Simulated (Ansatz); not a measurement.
# SiNH₂ (quartet): wave-function methods side by side at a displaced geometry (v1), cc-pVDZ

Aim: climb from Hartree-Fock through coupled cluster for SiNH₂ (quartet) at one geometry and basis, and see what each rung misses.

Computed with Ansatz 0.2.0, Gaussian basis. Level: cc-pVDZ, core rule «outside noble gas», up to 6 orbitals frozen.

To be run: UHF; CCSD(T) on ROHF; CCSD(T) on UHF; BCCD(T) on ROHF; CISD; CCSDT(Q) on ROHF; CCSDT(Q) on UHF.

37 further runs of the same task are left out: 10 for a known fault of the program, 13 that didn't finish, 14 set aside as unsound or not needed.

## Step 1: What is computed

The geometry is a PBE0/def2-TZVP stationary point (not a proven minimum) with its atoms shifted at random (size 0.040 Å).

4 atoms, charge 0, spin multiplicity 4.

Atoms are counted from 1 here; the program's logs count them from 0.

Bond lengths: Si1–N2 1.812 Å, Si1–H3 1.517 Å, N2–H4 0.992 Å. Angles: N2–Si1–H3 109.4°, Si1–N2–H4 115.2°.

Geometry (Å):

```xyz
4

Si    0.00992   -0.09916    0.60752
N    -0.08762    0.13278   -1.18655
H     0.31322    1.23066    1.27061
H     0.62794   -0.31262   -1.71003
```

## Step 2: UHF

in.yaml

```yaml
crystal:
  periodic: [false, false, false]
  atoms:
    - {symbol: Si, position_ang: [0.009919, -0.099164, 0.607521]}
    - {symbol: N, position_ang: [-0.087616, 0.132775, -1.186548]}
    - {symbol: H, position_ang: [0.313224, 1.230662, 1.270609]}
    - {symbol: H, position_ang: [0.627936, -0.312624, -1.710026]}
basis:
  gaussian: {orbitals: cc-pVDZ}
magnetization: {spin_polarized: true, initial_magnetization: 3}
hamiltonian: {xc: hf}
output: {orbitals: {seedname: orbitals}}
```

Started as:

```
ansatz run in.yaml --threads 1 --pin off --events-out ev --progress --plain --max-ram 2393MiB
```

After this run come: CCSD(T) on ROHF; CCSD(T) on UHF; BCCD(T) on ROHF; CISD; CCSDT(Q) on ROHF; CCSDT(Q) on UHF.

Q: Predict the results of all the runs planned. Wanted: UCCSDT(Q) below the RHF energy; RMP2 from UCCSDT(Q); UMP2 from UCCSDT(Q); RCCSD from UCCSDT(Q); RCCSD(T) from UCCSDT(Q); UCCSD(T) from UCCSDT(Q); RCCSDT(Q) from UCCSDT(Q); T1 diagnostic.

**Answer**, as computed:

| quantity | value |
| --- | --- |
| UCCSDT(Q) below the RHF energy | -6.5445 eV |
| RMP2 from UCCSDT(Q) | +1059.3 meV |
| UMP2 from UCCSDT(Q) | +1059.4 meV |
| RCCSD from UCCSDT(Q) | +205.3 meV |
| RCCSD(T) from UCCSDT(Q) | +42.6 meV |
| UCCSD(T) from UCCSDT(Q) | +41.8 meV |
| RCCSDT(Q) from UCCSDT(Q) | +2.0 meV |
| levels within 1 kcal/mol (43 meV) | RCCSD(T), UCCSD(T), BCCD(T), RCCSDT, UCCSDT, RCCSDT(Q) |
| T1 diagnostic | 0.032 |

**Reading.** RCCSD(T) lands +42.6 meV from the yardstick (0.7 % of the correlation energy). These misses are within one basis, not against nature; the frozen cores of restricted and unrestricted runs differ, which can shift their rows.
